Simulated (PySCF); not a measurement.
Species: C6H8.
SMILES with atom numbers: `[CH:1]#[C:2][C@@H:3]1[CH2:4][C@@H:5]1[CH3:6]`

Geometry (PBE0-D3(BJ)/def2-SVP, Å), atoms numbered from 1 in this order:
```xyz
14
C6H8 angstrom
C      2.2997    1.3834    0.0932
C      1.5018    0.5236    0.4007
C      0.5570   -0.4927    0.7746
C      0.0204   -1.4604   -0.2590
C     -0.8873   -0.4214    0.3119
C     -1.3753    0.7303   -0.5218
H      3.0093    2.1428   -0.1768
H      0.7175   -0.9017    1.7778
H      0.3676   -1.3205   -1.2862
H     -0.1010   -2.5028    0.0455
H     -1.6039   -0.7799    1.0587
H     -0.6044    1.0602   -1.2333
H     -1.6345    1.5946    0.1091
H     -2.2716    0.4460   -1.0947
```

Definitions: NICS(0) = −σiso at the ring centroid; NICS(1) = −σiso and NICS(1)zz = −σzz at ±1 Å along the ring normal z. Level: GIAO B97-2/pcSseg-2 (PySCF, non-relativistic, gas phase) on the PBE0-D3(BJ)/def2-SVP geometry, one conformer.

Ring bond lengths (Å): C3–C4 1.514, C4–C5 1.493, C5–C3 1.518.

Problem. What do the NICS probes read (ppm)?

Solution. 
```json
{"ring": "C3–C4–C5", "type": "3-membered carbocycle; formal bonds all single", "NICS(0)": "-43.9", "NICS(1), two faces": "-8.4 / -9.1", "NICS(1)zz, two faces": "-19.8 / -24.6", "rms pucker (Å)": "0.00", "centre to ring atoms, mean (Å)": "0.87"}
```

Problem. What can be read from them?

Solution. 
- C3–C4–C5: mean NICS(1)zz -22.2 ppm, shielded. C3, C4, C5 have four or more neighbours, so the value isn't read as a sign of a π ring current. The two faces differ by 4.8 ppm, so no symmetry operation interchanges them. NICS(0) lies 35 ppm below the mean NICS(1).

Problem. Give the inner angles of the rings.

Solution. 
- C3–C4–C5: C3 59.0°, C4 60.6°, C5 60.4°; sum 180.0° against 180° for a flat convex ring.

Problem. How do the values depend on the level or the medium?

Solution. 
| level | NICS(0), C3–C4–C5 | mean NICS(1)zz, C3–C4–C5 |
| --- | --- | --- |
| B97-2/pcSseg-2, gas | -43.9 | -22.2 |
| PBE0/pcSseg-1, gas | -43.5 | -21.8 |

The geometry is the same throughout.
